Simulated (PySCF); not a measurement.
# Shieldings and the share of exact exchange

Molecule: Pentanenitrile (CCCCC#N, C₅H₉N).

Geometry:
```json
{"atom": "C1", "x (Å)": "-2.192", "y (Å)": "0.261", "z (Å)": "0.392"}
{"atom": "C2", "x (Å)": "-0.929", "y (Å)": "-0.413", "z (Å)": "-0.118"}
{"atom": "C3", "x (Å)": "0.344", "y (Å)": "0.294", "z (Å)": "0.326"}
{"atom": "C4", "x (Å)": "1.606", "y (Å)": "-0.401", "z (Å)": "-0.188"}
{"atom": "C5", "x (Å)": "2.836", "y (Å)": "0.264", "z (Å)": "0.224"}
{"atom": "N6", "x (Å)": "3.802", "y (Å)": "0.805", "z (Å)": "0.561"}
{"atom": "H7", "x (Å)": "-2.262", "y (Å)": "1.301", "z (Å)": "0.034"}
{"atom": "H8", "x (Å)": "-3.095", "y (Å)": "-0.268", "z (Å)": "0.055"}
{"atom": "H9", "x (Å)": "-2.213", "y (Å)": "0.290", "z (Å)": "1.493"}
{"atom": "H10", "x (Å)": "-0.951", "y (Å)": "-0.460", "z (Å)": "-1.222"}
{"atom": "H11", "x (Å)": "-0.901", "y (Å)": "-1.462", "z (Å)": "0.226"}
{"atom": "H12", "x (Å)": "0.381", "y (Å)": "0.346", "z (Å)": "1.427"}
{"atom": "H13", "x (Å)": "0.336", "y (Å)": "1.338", "z (Å)": "-0.029"}
{"atom": "H14", "x (Å)": "1.596", "y (Å)": "-0.450", "z (Å)": "-1.290"}
{"atom": "H15", "x (Å)": "1.643", "y (Å)": "-1.444", "z (Å)": "0.169"}
```

GIAO shieldings (ppm, equivalent atoms averaged) in PySCF 2.14 on the PBE0-D3(BJ)/def2-SVP geometry, basis pcSseg-1, gas phase, non-relativistic:

| functional | exact exchange (%) | σ(C4) |
| --- | --- | --- |
| BLYP | 0 | 154.8 |
| BP86 | 0 | 159.7 |
| PBE | 0 | 159.9 |
| PBE0 | 25 | 165.5 |
| mPW1PW91 | 25 | 164.5 |
| BHandHLYP | 50 | 166.0 |
| HF | 100 | 175.2 |

Question: Fit each shielding as a line in the percentage of exact exchange.

Answer: σ(C4) = 158.9 + 0.17 x (rms 2.0 ppm). The functionals also differ in their semilocal parts, which the line can't hold; Hartree–Fock has no correlation at all.

Question: What does the line predict for B3LYP (20 %), and what does the run give?

Answer: σ(C4): 162.3 predicted, 159.8 computed ppm.
